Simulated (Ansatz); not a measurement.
For wurtzite AlN, PBE-D4 (Ansatz, a quantum-chemistry and plane-wave program, plane waves, PAW) gives:

* **equilibrium lattice constant a**: 3.107 Å
* **lattice parameter c**: 4.975 Å
* **bulk modulus**: 201 GPa
* **cohesive energy**: 6.03 eV/atom
* **band gap**: 4.23 eV

Question: What does r²SCAN-D4 in Ansatz (plane waves, PAW) give for the same quantities?

Answer: 
- lattice constant a: 3.099 Å (falls by 0.3 %)
- lattice parameter c: 4.963 Å (shrinks by 0.2 %)
- bulk modulus: 213 GPa (grows by 6.0 %)
- cohesive energy: 5.94 eV/atom (decreases by 0.09 eV/atom)
- band gap: 4.95 eV (goes up by 0.72 eV)

For comparison: lattice constant a 3.111 Å (measured, low temperature, extrapolated to low temperature; as tabulated in arXiv:1206.3780); lattice parameter c 4.979 Å (measured, low temperature, extrapolated to low temperature; as tabulated in arXiv:1206.3780); bulk modulus 208 GPa (measured, temperature not stated, no zero-point or thermal correction, our sources range from 200 to 211; as tabulated in J. Phys. Chem. B 108, 11506, doi 10.1021/jp048396e, abstract (bulk AlN value …); cohesive energy 5.85 ± 0.03 eV/atom (worked out here from tabulated enthalpies at 298 K, copied from a table, unchecked, brought to a static lattice with a Debye model, atoms in their spin–orbit ground levels; inputs from the CRC Handbook); band gap 6.51 eV (measured, zero-point renormalisation of 0.417 eV (from the measured temperature dependence, arXiv:2011.12765) added back here, fundamental, Γ; inputs from Feneberg et al. (2010), doi:10.1103/physrevb.82.075208).

Changes are worked out from the printed values.

Unless a cell is named, each level is at its own relaxed cell (PBE-D4 10.40, r²SCAN-D4 10.32 Å³/atom).

Density-functional gaps are differences of (generalised) Kohn–Sham levels.

Ansatz's density-functional and Hartree–Fock values are scalar-relativistic unless marked +SOC, with PAW data made under PBE.
